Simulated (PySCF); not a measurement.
Difluoromethyl isocyanide, C₂HF₂N.
SMILES with atom numbers: `[C-:1]#[N+:2][CH:3]([F:4])[F:5]` (hydrogens: H6 on C3)

The closed-shell ground state was solved at several levels (PySCF, density fitting, gas phase, non-relativistic). Isolated species at its PBE0-D3(BJ)/def2-TZVP geometry, gas phase.

```
         level  basis functions  HOMO (eV)  LUMO (eV)  gap (eV)  dipole (D)
 PBE0/pcSseg-2              194      -9.64      -0.63      9.01        2.30
  KT3/pcSseg-2              194      -8.23      -1.69      6.54        2.22
B97-2/pcSseg-2              194      -9.37      -0.69      8.68        2.28
```

(1) What might wB97X-D/pcSseg-2 (194 basis functions) give for the same quantities?

(2) Over all these levels, which gives the widest orbital gap and which the narrowest?

(3) In the pcSseg-2 basis, how does the gap go with the fixed share of exact exchange?

(4) How far do the dipole and the HOMO energy spread over the levels?

Answers

(1) HOMO -11.68 eV, LUMO 1.24 eV, gap 12.92 eV, dipole 2.31 D.

(2) wB97X-D/pcSseg-2 (range-separated hybrid) has the widest, 12.92 eV, and KT3/pcSseg-2 (GGA) the narrowest, 6.54 eV. From the narrowest to the widest the HOMO moves by -3.45 eV and the LUMO by +2.93 eV.

(3) KT3 (0 %) 6.54 eV; B97-2 (21 %) 8.68 eV; PBE0 (25 %) 9.01 eV. Each rise in the share widens the gap here.

(4) The dipole runs from 2.22 to 2.31 D (mean 2.28 D) and the HOMO from -11.68 to -8.23 eV.
